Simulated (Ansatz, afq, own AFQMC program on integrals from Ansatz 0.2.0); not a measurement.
Two steps: Ansatz 0.2.0 writes the Fock matrix and Cholesky factors of the valence space, and afq projects on them the lowest state that overlaps trial and start.

```yaml
crystal:
  periodic: [false, false, false]
  atoms:
    - {symbol: Al, position_ang: [0.000000, 0.000000, 0.000000]}
    - {symbol: N, position_ang: [0.000000, 0.000000, 1.789283]}
basis:
  gaussian: {orbitals: cc-pVQZ}
total_charge: 1
magnetization: {spin_polarized: true, initial_magnetization: 3}
correlation: {method: ccsd_t, electrons: outside_noble_gas, hamiltonian_folder: ham}
```

```sh
$ ansatz run in.yaml --threads 1 --pin off --events-out ev --progress --plain --max-ram 16896MiB --backend cuda --devices 0, --max-vram 18GiB
```

Options of the walk:

```
--method phaseless --trial hf --walkers 400 --populations 10 --least-time 40 --time-step 0.005 --steps-per-block 20 --equilibration-blocks 112 --max-blocks 4000 --target-error 0.0008 --factor-cut 1e-05 --start spin_pure --seed 3887 --taylor-order 6
```

Times are imaginary, in 1/Eh. The walk had a cap of 87 s. With eight or more populations the least sampling time is a fifth of least-time, and the error comes from their spread.

Output of the walk:

```
orbitals 108  electrons 5 2  factors 691 of 692
reference energy -296.04048152 Eh
CCSD correlation -0.18229611 Eh in 12 cycles, weight of the determinant in the CISD state 0.9110
energy of the start -296.041279 Eh
 block  time / (1/Eh)  mean weight  energy / Eh
     1     0.100  1.0014  -296.098385
     2     0.200  1.0000  -296.130565
     3     0.300  1.0014  -296.152906
     4     0.400  1.0010  -296.165181
     5     0.500  1.0005  -296.172723
     7     0.700  1.0017  -296.189593
     9     0.900  0.9997  -296.199152
    19     1.900  1.0009  -296.227665
    55     5.500  1.0009  -296.224309
    91     9.100  1.0001  -296.228604
   127    12.700  0.9998  -296.236071
   163    16.300  0.9999  -296.224693
   199    19.900  0.9995  -296.220945
   235    23.500  1.0011  -296.219122
   271    27.100  1.0007  -296.207528
   307    30.700  1.0003  -296.230168
   343    34.300  1.0021  -296.227882
   379    37.900  1.0000  -296.212887
   415    41.500  1.0021  -296.221615
   451    45.100  1.0016  -296.231743
   487    48.700  0.9986  -296.220644
   523    52.300  0.9989  -296.235738
   559    55.900  1.0015  -296.228630
   595    59.500  0.9999  -296.232891
   613    61.300  1.0010  -296.246056
   631    63.100  1.0009  -296.224182
   667    66.700  1.0005  -296.228877
   703    70.300  1.0000  -296.221179
   721    72.100  0.9990  -296.218258
error from the spread of 10 populations
energy -296.225882 +/- 0.000785 Eh
(rows thinned)
```

The run passed its tests (sampling time, drift between the halves within three errors, error under three times the target), which doesn't prove that it has relaxed. The second half of the sampling lies below the first by 1.8 errors of their difference, so the energy may still be moving and its error bar be too small.

Against this walk (error 21.4 meV) on the same determinant: CCSD(T) 115.4 meV lower, CCSDT(Q) 154.0 meV lower, a separate phaseless walk with a CISD trial and standard settings 133.1 ± 21.8 meV lower. The error is statistical and leaves out the bias of the constraint. CCSDT(Q) is the surest value here, so the walk's 154 meV above it is most likely the bias of the constraint with this trial, which can have either sign.

Cautions: constraint bias not in the error; lower spins were not checked; unrestricted determinant slightly spin contaminated (⟨S²⟩ 3.80 against 3.75).

The walk took 54 s on 1 × NVIDIA H100 80GB HBM3 with 2 threads of AMD EPYC 7R13 Processor (Zen 3), on a shared host (the card was shared). The log's last line is the phaseless energy.

CCSDT and higher add their correlation energy to the determinant of the CCSD(T) run, since their own runs factorise the integrals more tightly (a shift of under 2 meV). A walk keeps the symmetry of its determinant, which the program's search chose and which needn't be the lowest solution, so a lower state of the same spin and another symmetry isn't excluded.
